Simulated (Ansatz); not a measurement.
**A ladder of methods for BHSCl (SMILES S[B]Cl)**

BHSCl has 4 atoms, charge 0, and is taken as a doublet. As SMILES, `S[B]Cl`. The coordinates come from a PBE0-D4/def2-TZVP relaxation.

```xyz
4

S     0.5664   -0.7891    0.5314
B    -0.2996    0.4757   -0.3458
Cl   -2.0141    0.6160   -0.4273
H     1.8029   -0.3629    0.2214
```

Each level gives the energy change with the S1–B2 bond stretched from 1.766 to 4.415 Å (eV). The values are calculated.

```tsv
level	kind	program	value (eV)	less FCI/STO-3G	CPU time (all runs)
U-revPBE/STO-3G	GGA	Ansatz	4.70	+0.91	8.6 s
U-r2SCAN/STO-3G	meta-GGA	Ansatz	4.96	+1.17	62 s
U-r2SCAN0/STO-3G	hybrid meta-GGA	Ansatz	4.83	+1.04	67 s
UHSE06/STO-3G	range-separated hybrid	Ansatz	4.82	+1.03	10 s
UB2PLYP/STO-3G	double hybrid	Ansatz	4.34	+0.55	20 s
RPA@PBE/STO-3G	RPA	Ansatz	3.18	-0.61	13 s
UBCCD(T)/STO-3G	coupled cluster or CI	Ansatz	3.78	-0.01	2.4 s
FCI/STO-3G	exact in the basis	Ansatz	3.79	0.00	21 s
```

FCI/STO-3G is exact within its basis and frozen core, so for wave-function methods in that basis the difference is their error; functionals converge differently with the basis, so for them it is only a difference. The first shape isn't each level's own minimum. The values span 3.18 to 4.96 eV. Spin contamination of the reference (⟨S²⟩ at least 0.1 too high) touches U-r2SCAN0/STO-3G, UBCCD(T)/STO-3G. All rows use very small basis sets, so even the best lies far from the true value. Times are those of the runs behind each value, whatever else they computed, on shared processors of several kinds: orders of magnitude only.
